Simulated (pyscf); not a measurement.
Four-centre exchange: HO–AsH₂ (SMILES O[AsH2]) + AsH₃ (SMILES [AsH3]) -> HO–AsH₂ (SMILES O[AsH2]) + AsH₃ (SMILES [AsH3])

Gas phase, singlet surface, charge 0. Bonds broken: As1–H3, As6–H7. Bonds formed: As1–H7, H3–As6. PySCF, gas phase, ωB97X-D3(BJ)/def2-SVP geometries.

Transition state (Å):

```xyz
9

As    -0.6165    -0.4333    -0.5498
O      0.8991     0.2537    -1.3708
H      0.3112    -0.3562     0.8678
H     -1.2533     0.8923    -0.9235
H      1.5792    -0.4337    -1.3856
As    -0.6366     0.4272     2.0922
H     -1.7771    -0.4788     0.7183
H      0.6151     1.3343     2.1293
H     -1.4678     1.6162     1.6379
```

One imaginary mode, 686i cm⁻¹; descent along it reached the two sides named.

| bond | change | reactant side (Å) | saddle | product side |
|---|---|---|---|---|
| As1–H3 | breaks | 1.523 | 1.696 | 4.5 |
| As6–H7 | breaks | 1.520 | 2.002 | 3.4 |
| As1–H7 | forms | 3.4 | 1.720 | 1.525 |
| H3–As6 | forms | 3.7 | 1.735 | 1.516 |

Electronic energies relative to the separated reactants (eV):

| level | barrier | reaction energy | reverse barrier |
|---|---|---|---|
| ωB97X-D3(BJ)/def2-TZVP | 2.73 | 0.00 | 2.73 |
| PBE/def2-TZVP | 2.31 | 0.00 | 2.31 |
| r²SCAN/def2-TZVP | 2.49 | 0.00 | 2.49 |
| B3LYP-D3(BJ)/def2-TZVP | 2.63 | 0.00 | 2.63 |
| PBE0-D3(BJ)/def2-TZVP | 2.51 | 0.00 | 2.51 |
| M06-2X/def2-TZVP | 2.71 | 0.00 | 2.71 |
| ωB97M-D3(BJ)/def2-TZVP | 2.86 | 0.00 | 2.86 |
| HF/def2-TZVP | 3.83 | 0.00 | 3.83 |

With ωB97M-D3(BJ)/def2-TZVP energies and thermal terms (ideal gas, 1 atm, RRHO with modes under 100 cm⁻¹ raised to 100, one conformer, R ln 2 for chiral ones without a mode under 150 cm⁻¹), in eV:

```csv
T (K),ΔH‡,ΔG‡,ΔH,ΔG
298,2.83,3.32,0.00,0.00
600,2.85,3.80,0.00,0.00
900,2.88,4.27,0.00,0.00
1200,2.92,4.73,0.00,0.00
```

At the saddle there is also a short As–As contact that neither side keeps. The same reactants have a lower exit, to H₂As–AsH₂ + H₂O (barrier +1.61 eV at ωB97M-D3(BJ)/def2-TZVP, against +2.86 eV here). Another saddle between the same species, by other bonds, lies lower (2.24 eV against 2.86 eV at ωB97M-D3(BJ)/def2-TZVP). Elements up to Kr have no core potential and no relativistic terms here.
